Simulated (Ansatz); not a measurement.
Ideal-gas functions of CH3ClO2 (`OC(O)Cl`) at 400 K and 1 bar, from an Ansatz frequency run at PBE0-D4/def2-TZVP.

Molar mass 82.49 g/mol, point group C1 (symmetry number 1), electronic degeneracy 1, moments of inertia 50.36, 105.471, 144.723 u Å². Harmonic wavenumbers (cm⁻¹, unscaled): 262, 342, 386, 482, 608, 714, 1059, 1155, 1220, 1291, 1373, 1429, 3110, 3807, 3823.

Use S(trans) = R[1.5 ln M + 2.5 ln T − 1.1517]; rotational temperatures θ = 24.2544 K / I; S(rot) = R[ln(√π/σ · √(T³/θAθBθC)) + 1.5]; for each mode x = 1.438777 ν̃/T, S = R[x/(eˣ − 1) − ln(1 − e⁻ˣ)] and H = RT x/(eˣ − 1); 1 cm⁻¹ = 0.0119627 kJ/mol; R = 8.31446 J/(mol·K).

Task: By hand: the entropy, in J/(mol·K).

Result: Translation 170.0. Rotation: θ = 0.4816, 0.23, 0.1676 K, giving 108.5. Vibration, mode by mode: 9.11, 7.10, 6.22, 4.71, 3.29, 2.44, 0.90, 0.68, 0.56, 0.46, 0.36, 0.30, 0.00, 0.00, 0.00, in all 36.1. Electronic 0.0. Sum 314.6 J/(mol·K).

Task: By hand: H − E and G − E in kJ/mol, counted from the electronic energy.

Result: Zero-point energy ½ × 21061 × 0.0119627 = 126.0; thermal vibration 9.2; translation, rotation and pV give 4 RT = 13.3. H − E = 148.5 kJ/mol, and G − E = 148.5 − 400 × 314.6/1000 = 22.7 kJ/mol.

Vibration gives 11 % of the entropy. The sum counts one conformer and one mirror image; others add a mixing term.
